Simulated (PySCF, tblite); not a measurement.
# MoOF5 (-2) (doublet): EPR parameters, part 2 of 2

tblite 0.8.0 and PySCF 2.14.0. Atoms count from 0. Earlier steps stand in the parts before.

## 7. EPR parameters: B3LYP/pcH-1 Mo:dyall-v2z (B3LYP), spin–orbit

Job settings and geometry (Å):

```
{"job": {"kind": "hepr", "xc": "B3LYP", "basis": {"default": "pcH-1", "Mo": "dyall-v2z"}, "rel": "so"}, "charge": -2, "multiplicity": 2}
O     -0.662380    -1.684497     0.342649
Mo    -0.046860    -0.132601     0.020070
F      1.828982    -0.716741    -0.075521
F      0.683040     1.686434    -0.366834
F     -1.799006     0.759172     0.058829
F      0.221475     0.352728     1.906138
F     -0.191220    -0.294024    -1.935275
```

Method: B3LYP/pcH-1 Mo:dyall-v2z EPR parameters from three collinear SCF solutions, X2C with spin-orbit coupling, screened-nuclear two-electron part, Gaussian nuclei, gas phase.

Standard output:

```text
spin-free SCF
coarse grid: 39856 points
cycle   1  E = -4621.6647689419  dE =  1.095e+00  |g| = 2.254e+00  |ddm| = 4.620e+00
cycle   2  E = -4602.6045818575  dE =  1.906e+01  |g| = 7.840e+00  |ddm| = 6.189e+00
cycle   3  E = -4622.3010843634  dE = -1.970e+01  |g| = 2.197e+00  |ddm| = 3.344e+00
cycle   4  E = -4622.6976129528  dE = -3.965e-01  |g| = 1.789e+00  |ddm| = 1.023e+00
cycle   5  E = -4623.7472994948  dE = -1.050e+00  |g| = 3.938e-01  |ddm| = 6.356e-01
cycle   6  E = -4623.7513195427  dE = -4.020e-03  |g| = 3.586e-01  |ddm| = 2.014e-01
cycle   7  E = -4623.7905303141  dE = -3.921e-02  |g| = 9.726e-02  |ddm| = 1.313e-01
cycle   8  E = -4623.7939308126  dE = -3.400e-03  |g| = 1.502e-02  |ddm| = 4.151e-02
cycle   9  E = -4623.7939729440  dE = -4.213e-05  |g| = 1.101e-02  |ddm| = 1.159e-02
cycle  10  E = -4623.7940094710  dE = -3.653e-05  |g| = 1.760e-03  |ddm| = 5.193e-03
cycle  11  E = -4623.7940120270  dE = -2.556e-06  |g| = 7.107e-04  |ddm| = 1.632e-03
final grid: 83632 points
cycle  12  E = -4623.7940947275  dE = -2.349e-06  |g| = 6.857e-04  |ddm| = 1.832e-03
cycle  13  E = -4623.7940946116  dE =  1.159e-07  |g| = 1.343e-03  |ddm| = 1.036e-03
cycle  14  E = -4623.7940951315  dE = -5.198e-07  |g| = 4.710e-04  |ddm| = 6.766e-04
cycle  15  E = -4623.7940952245  dE = -9.307e-08  |g| = 2.868e-04  |ddm| = 3.349e-04
cycle  16  E = -4623.7940953010  dE = -7.646e-08  |g| = 1.302e-04  |ddm| = 3.417e-04
cycle  17  E = -4623.7940953272  dE = -2.620e-08  |g| = 4.241e-05  |ddm| = 2.959e-04
cycle  18  E = -4623.7940953283  dE = -1.094e-09  |g| = 2.850e-05  |ddm| = 5.952e-05
converged SCF energy = -4623.7940953283
two-component SCF, magnetisation along principal axis 1
cycle   1  E = -4623.5771957991  dE = -4.624e+03  |FDS-SDF| = 4.840e+01
cycle   2  E = -4624.0567253830  dE = -4.795e-01  |FDS-SDF| = 1.442e-01
cycle   3  E = -4624.0569108315  dE = -1.854e-04  |FDS-SDF| = 6.200e-03
cycle   4  E = -4624.0569371050  dE = -2.627e-05  |FDS-SDF| = 5.787e-03
cycle   5  E = -4624.0569456911  dE = -8.586e-06  |FDS-SDF| = 4.154e-03
cycle   6  E = -4624.0569552708  dE = -9.580e-06  |FDS-SDF| = 2.088e-03
cycle   7  E = -4624.0569664029  dE = -1.113e-05  |FDS-SDF| = 1.415e-03
cycle   8  E = -4624.0569698543  dE = -3.451e-06  |FDS-SDF| = 7.241e-04
cycle   9  E = -4624.0569715979  dE = -1.744e-06  |FDS-SDF| = 3.416e-04
cycle  10  E = -4624.0569720111  dE = -4.131e-07  |FDS-SDF| = 1.911e-04
cycle  11  E = -4624.0569721129  dE = -1.018e-07  |FDS-SDF| = 8.068e-05
cycle  12  E = -4624.0569721232  dE = -1.027e-08  |FDS-SDF| = 7.086e-05
converged, E = -4624.0569721232
two-component SCF, magnetisation along principal axis 2
cycle   1  E = -4623.5771957992  dE = -4.624e+03  |FDS-SDF| = 4.840e+01
cycle   2  E = -4624.0567253848  dE = -4.795e-01  |FDS-SDF| = 1.442e-01
cycle   3  E = -4624.0569108263  dE = -1.854e-04  |FDS-SDF| = 6.200e-03
cycle   4  E = -4624.0569370891  dE = -2.626e-05  |FDS-SDF| = 5.787e-03
cycle   5  E = -4624.0569456697  dE = -8.581e-06  |FDS-SDF| = 4.154e-03
cycle   6  E = -4624.0569552428  dE = -9.573e-06  |FDS-SDF| = 2.087e-03
cycle   7  E = -4624.0569663595  dE = -1.112e-05  |FDS-SDF| = 1.414e-03
cycle   8  E = -4624.0569698022  dE = -3.443e-06  |FDS-SDF| = 7.233e-04
cycle   9  E = -4624.0569715383  dE = -1.736e-06  |FDS-SDF| = 3.408e-04
cycle  10  E = -4624.0569719484  dE = -4.101e-07  |FDS-SDF| = 1.905e-04
cycle  11  E = -4624.0569720491  dE = -1.007e-07  |FDS-SDF| = 8.021e-05
cycle  12  E = -4624.0569720591  dE = -9.998e-09  |FDS-SDF| = 7.037e-05
converged, E = -4624.0569720591
two-component SCF, magnetisation along principal axis 3
cycle   1  E = -4623.5771957991  dE = -4.624e+03  |FDS-SDF| = 4.840e+01
cycle   2  E = -4624.0567257357  dE = -4.795e-01  |FDS-SDF| = 1.442e-01
cycle   3  E = -4624.0569111582  dE = -1.854e-04  |FDS-SDF| = 6.199e-03
cycle   4  E = -4624.0569367436  dE = -2.559e-05  |FDS-SDF| = 5.785e-03
cycle   5  E = -4624.0569448816  dE = -8.138e-06  |FDS-SDF| = 4.141e-03
cycle   6  E = -4624.0569539018  dE = -9.020e-06  |FDS-SDF| = 2.051e-03
cycle   7  E = -4624.0569636533  dE = -9.751e-06  |FDS-SDF| = 1.354e-03
cycle   8  E = -4624.0569663224  dE = -2.669e-06  |FDS-SDF| = 6.472e-04
cycle   9  E = -4624.0569674772  dE = -1.155e-06  |FDS-SDF| = 2.903e-04
cycle  10  E = -4624.0569677258  dE = -2.485e-07  |FDS-SDF| = 1.607e-04
cycle  11  E = -4624.0569677901  dE = -6.431e-08  |FDS-SDF| = 6.592e-05
cycle  12  E = -4624.0569677951  dE = -5.060e-09  |FDS-SDF| = 5.594e-05
converged, E = -4624.0569677951

g tensor 1.89513 1.89569 1.90406   isotropic 1.89830

Hyperfine (MHz)
atom isotope      a_iso        A1        A2        A3
  0    17O        6.81      -2.29      11.34      11.38
  1   95Mo      153.09     106.26     106.56     246.45
  2    19F       42.91     -75.45     -20.11     224.30
  3    19F        2.80      -3.36      -3.19      14.94
  4    19F       42.52     -75.40     -20.25     223.21
  5    19F       42.45     -75.26     -20.17     222.77
  6    19F       42.90     -75.38     -20.04     224.12

Field gradients (au) and densities at the nuclei (bohr^-3)
atom        Vxx        Vyy        Vzz        centre      nuclear mean
  0 O      0.2638     0.2696    -0.5334        312.880        312.870
  1 Mo     0.0120     0.0213    -0.0334      89443.835      88017.014
  2 F     -0.4046    -0.5533     0.9579        451.508        451.488
  3 F     -0.2155    -0.2261     0.4416        451.525        451.505
  4 F     -0.3978    -0.5578     0.9556        451.508        451.488
  5 F     -0.3979    -0.5593     0.9572        451.509        451.489
  6 F     -0.4056    -0.5538     0.9594        451.508        451.489
without picture change
  1 Mo                          -0.0670                    173452.592
```

Run time: 9.9 min. Hardware: 1 thread of Arm Neoverse N1, shared host; peak memory 1.2 GiB.

From this job:

```tsv
quantity	value
g(iso)	1.8983
```

## 8. EPR parameters: BHandHLYP/pcH-1 Mo:dyall-v2z (BHandHLYP), spin–orbit

The job, as its differences from that of step 7:

```diff
@@ -1,2 +1,2 @@
-{"job": {"kind": "hepr", "xc": "B3LYP", "basis": {"default": "pcH-1", "Mo": "dyall-v2z"}, "rel": "so"}, "charge": -2, "multiplicity": 2}
+{"job": {"kind": "hepr", "xc": "BHandHLYP", "basis": {"default": "pcH-1", "Mo": "dyall-v2z"}, "rel": "so"}, "charge": -2, "multiplicity": 2}
 O     -0.662380    -1.684497     0.342649
```

Level: BHandHLYP/pcH-1 Mo:dyall-v2z EPR parameters from three collinear SCF solutions, X2C with spin-orbit coupling, screened-nuclear two-electron part, Gaussian nuclei, gas phase.

Standard output:

```text
spin-free SCF
coarse grid: 39856 points
cycle   1  E = -4621.5948272175  dE =  4.060e-01  |g| = 2.099e+00  |ddm| = 5.204e+00
cycle   2  E = -4607.2447423839  dE =  1.435e+01  |g| = 6.759e+00  |ddm| = 6.140e+00
cycle   3  E = -4623.0382679611  dE = -1.579e+01  |g| = 1.105e+00  |ddm| = 2.699e+00
cycle   4  E = -4623.0051185238  dE =  3.315e-02  |g| = 1.124e+00  |ddm| = 7.780e-01
cycle   5  E = -4623.4332130712  dE = -4.281e-01  |g| = 1.746e-01  |ddm| = 4.020e-01
cycle   6  E = -4623.4420945112  dE = -8.881e-03  |g| = 6.828e-02  |ddm| = 6.783e-02
cycle   7  E = -4623.4436771595  dE = -1.583e-03  |g| = 1.199e-02  |ddm| = 3.047e-02
cycle   8  E = -4623.4437421486  dE = -6.499e-05  |g| = 8.025e-03  |ddm| = 9.263e-03
cycle   9  E = -4623.4437789619  dE = -3.681e-05  |g| = 3.215e-03  |ddm| = 4.874e-03
cycle  10  E = -4623.4438014009  dE = -2.244e-05  |g| = 1.906e-03  |ddm| = 5.468e-03
cycle  11  E = -4623.4438143630  dE = -1.296e-05  |g| = 1.059e-03  |ddm| = 4.849e-03
cycle  12  E = -4623.4438210064  dE = -6.643e-06  |g| = 3.977e-04  |ddm| = 5.361e-03
final grid: 83632 points
cycle  13  E = -4623.4438807825  dE = -8.543e-07  |g| = 3.521e-04  |ddm| = 9.251e-04
cycle  14  E = -4623.4438808790  dE = -9.648e-08  |g| = 3.970e-04  |ddm| = 4.374e-04
cycle  15  E = -4623.4438809465  dE = -6.747e-08  |g| = 1.833e-04  |ddm| = 2.264e-04
cycle  16  E = -4623.4438809884  dE = -4.193e-08  |g| = 1.417e-04  |ddm| = 1.878e-04
cycle  17  E = -4623.4438810433  dE = -5.493e-08  |g| = 9.196e-05  |ddm| = 3.135e-04
cycle  18  E = -4623.4438810718  dE = -2.848e-08  |g| = 3.060e-05  |ddm| = 3.088e-04
cycle  19  E = -4623.4438810759  dE = -4.055e-09  |g| = 1.379e-05  |ddm| = 1.367e-04
converged SCF energy = -4623.4438810759
two-component SCF, magnetisation along principal axis 1
cycle   1  E = -4623.2272506228  dE = -4.623e+03  |FDS-SDF| = 4.835e+01
cycle   2  E = -4623.7051663597  dE = -4.779e-01  |FDS-SDF| = 3.498e-01
cycle   3  E = -4623.7058653495  dE = -6.990e-04  |FDS-SDF| = 1.523e-02
cycle   4  E = -4623.7059160787  dE = -5.073e-05  |FDS-SDF| = 5.115e-03
cycle   5  E = -4623.7059441385  dE = -2.806e-05  |FDS-SDF| = 4.085e-03
cycle   6  E = -4623.7059633445  dE = -1.921e-05  |FDS-SDF| = 3.274e-03
cycle   7  E = -4623.7059888169  dE = -2.547e-05  |FDS-SDF| = 2.322e-03
cycle   8  E = -4623.7060016181  dE = -1.280e-05  |FDS-SDF| = 1.328e-03
cycle   9  E = -4623.7060075914  dE = -5.973e-06  |FDS-SDF| = 9.721e-04
cycle  10  E = -4623.7060100444  dE = -2.453e-06  |FDS-SDF| = 5.882e-04
cycle  11  E = -4623.7060111757  dE = -1.131e-06  |FDS-SDF| = 3.723e-04
cycle  12  E = -4623.7060116995  dE = -5.238e-07  |FDS-SDF| = 1.925e-04
cycle  13  E = -4623.7060117993  dE = -9.984e-08  |FDS-SDF| = 8.543e-05
cycle  14  E = -4623.7060118155  dE = -1.614e-08  |FDS-SDF| = 4.381e-05
converged, E = -4623.7060118155
two-component SCF, magnetisation along principal axis 2
cycle   1  E = -4623.2272506228  dE = -4.623e+03  |FDS-SDF| = 4.835e+01
cycle   2  E = -4623.7051663652  dE = -4.779e-01  |FDS-SDF| = 3.498e-01
cycle   3  E = -4623.7058653588  dE = -6.990e-04  |FDS-SDF| = 1.523e-02
cycle   4  E = -4623.7059160906  dE = -5.073e-05  |FDS-SDF| = 5.115e-03
cycle   5  E = -4623.7059441523  dE = -2.806e-05  |FDS-SDF| = 4.086e-03
cycle   6  E = -4623.7059633597  dE = -1.921e-05  |FDS-SDF| = 3.274e-03
cycle   7  E = -4623.7059888333  dE = -2.547e-05  |FDS-SDF| = 2.322e-03
cycle   8  E = -4623.7060016341  dE = -1.280e-05  |FDS-SDF| = 1.327e-03
cycle   9  E = -4623.7060076061  dE = -5.972e-06  |FDS-SDF| = 9.720e-04
cycle  10  E = -4623.7060100578  dE = -2.452e-06  |FDS-SDF| = 5.880e-04
cycle  11  E = -4623.7060111878  dE = -1.130e-06  |FDS-SDF| = 3.721e-04
cycle  12  E = -4623.7060117105  dE = -5.226e-07  |FDS-SDF| = 1.922e-04
cycle  13  E = -4623.7060118100  dE = -9.953e-08  |FDS-SDF| = 8.515e-05
cycle  14  E = -4623.7060118260  dE = -1.604e-08  |FDS-SDF| = 4.347e-05
converged, E = -4623.7060118260
two-component SCF, magnetisation along principal axis 3
cycle   1  E = -4623.2272506227  dE = -4.623e+03  |FDS-SDF| = 4.835e+01
cycle   2  E = -4623.7051665883  dE = -4.779e-01  |FDS-SDF| = 3.498e-01
cycle   3  E = -4623.7058660898  dE = -6.995e-04  |FDS-SDF| = 1.524e-02
cycle   4  E = -4623.7059172581  dE = -5.117e-05  |FDS-SDF| = 5.135e-03
cycle   5  E = -4623.7059456043  dE = -2.835e-05  |FDS-SDF| = 4.099e-03
cycle   6  E = -4623.7059649975  dE = -1.939e-05  |FDS-SDF| = 3.282e-03
cycle   7  E = -4623.7059905263  dE = -2.553e-05  |FDS-SDF| = 2.312e-03
cycle   8  E = -4623.7060030413  dE = -1.251e-05  |FDS-SDF| = 1.301e-03
cycle   9  E = -4623.7060086219  dE = -5.581e-06  |FDS-SDF| = 9.459e-04
cycle  10  E = -4623.7060108289  dE = -2.207e-06  |FDS-SDF| = 5.649e-04
cycle  11  E = -4623.7060118251  dE = -9.962e-07  |FDS-SDF| = 3.595e-04
cycle  12  E = -4623.7060123005  dE = -4.754e-07  |FDS-SDF| = 1.887e-04
cycle  13  E = -4623.7060123968  dE = -9.635e-08  |FDS-SDF| = 8.430e-05
cycle  14  E = -4623.7060124129  dE = -1.612e-08  |FDS-SDF| = 4.178e-05
converged, E = -4623.7060124129

g tensor 1.88407 1.89373 1.89435   isotropic 1.89071

Hyperfine (MHz)
atom isotope      a_iso        A1        A2        A3
  0    17O       14.87       0.82      21.87      21.92
  1   95Mo      189.79     140.96     141.20     287.20
  2    19F       64.48     -41.42      14.06     220.81
  3    19F        3.36      -2.43      -2.29      14.81
  4    19F       63.99     -41.54      13.80     219.71
  5    19F       63.81     -41.56      13.74     219.26
  6    19F       64.41     -41.44      14.04     220.63

Field gradients (au) and densities at the nuclei (bohr^-3)
atom        Vxx        Vyy        Vzz        centre      nuclear mean
  0 O      0.2696     0.2764    -0.5460        312.605        312.595
  1 Mo    -0.0631    -0.0737     0.1368      89372.535      87949.414
  2 F     -0.4296    -0.5598     0.9894        451.151        451.132
  3 F     -0.2441    -0.2543     0.4985        451.163        451.143
  4 F     -0.4229    -0.5641     0.9870        451.152        451.132
  5 F     -0.4231    -0.5657     0.9887        451.152        451.133
  6 F     -0.4304    -0.5602     0.9906        451.152        451.132
without picture change
  1 Mo                           0.1095                    173301.907
```

Run time: 11 min. Hardware: 1 thread of Arm Neoverse N1, shared host; peak memory 1.2 GiB.

In short:

```tsv
quantity	value
g(iso)	1.8907
```

## 9. Outcome

This closing draws on all 2 parts.

```
                                                             quantity                                         value
                            strongest single infrared mode (GFN2-xTB)                          342 cm⁻¹, 321 km/mol
                                         zero-point energy (GFN2-xTB)                                  6.1 kcal/mol
                                                          point group                                           C4v
                                 rotational constants (main isotopes)                          1.89, 1.89, 1.73 GHz
          g(iso) (step 5, BP86/pcH-1 Mo:dyall-v2z (BP86), spin–orbit)                                        1.9168
          a(iso) (step 5, BP86/pcH-1 Mo:dyall-v2z (BP86), spin–orbit)  95Mo Mo1 129.7, 19F F6 24.3, 19F F2 24.2 MHz
            g(iso) (step 6, PBE/pcH-1 Mo:dyall-v2z (PBE), spin–orbit)                                        1.9172
            a(iso) (step 6, PBE/pcH-1 Mo:dyall-v2z (PBE), spin–orbit)  95Mo Mo1 135.2, 19F F6 27.0, 19F F2 27.0 MHz
        g(iso) (step 7, B3LYP/pcH-1 Mo:dyall-v2z (B3LYP), spin–orbit)                                        1.8983
        a(iso) (step 7, B3LYP/pcH-1 Mo:dyall-v2z (B3LYP), spin–orbit)  95Mo Mo1 153.1, 19F F2 42.9, 19F F6 42.9 MHz
g(iso) (step 8, BHandHLYP/pcH-1 Mo:dyall-v2z (BHandHLYP), spin–orbit)                                        1.8907
a(iso) (step 8, BHandHLYP/pcH-1 Mo:dyall-v2z (BHandHLYP), spin–orbit)  95Mo Mo1 189.8, 19F F2 64.5, 19F F6 64.4 MHz
```

**Reading.** No mode is imaginary among the 15: a minimum at this level. Unscaled tight-binding wavenumbers are off by several per cent, some by more. Its intensities can rank the bands wrongly. Over 8 steps the energy fell by 0.455 eV; of the close pairs, Mo1–F3 changed most, 1.881 to 1.998 Å (PBE0/def2-SVP).

Measured a(iso) of 95Mo: 183 MHz (condensed; Fritscher, Hrobarik, Kaupp, J. Phys. Chem. B 2007, 111, 4616); step 5, BP86/pcH-1 Mo:dyall-v2z (BP86), spin–orbit gives 130 MHz.

Measured a(iso) of 95Mo: 183 MHz (condensed; Fritscher, Hrobarik, Kaupp, J. Phys. Chem. B 2007, 111, 4616); step 6, PBE/pcH-1 Mo:dyall-v2z (PBE), spin–orbit gives 135 MHz.

Measured a(iso) of 95Mo: 183 MHz (condensed; Fritscher, Hrobarik, Kaupp, J. Phys. Chem. B 2007, 111, 4616); step 7, B3LYP/pcH-1 Mo:dyall-v2z (B3LYP), spin–orbit gives 153 MHz.

Measured a(iso) of 95Mo: 183 MHz (condensed; Fritscher, Hrobarik, Kaupp, J. Phys. Chem. B 2007, 111, 4616); step 8, BHandHLYP/pcH-1 Mo:dyall-v2z (BHandHLYP), spin–orbit gives 190 MHz.
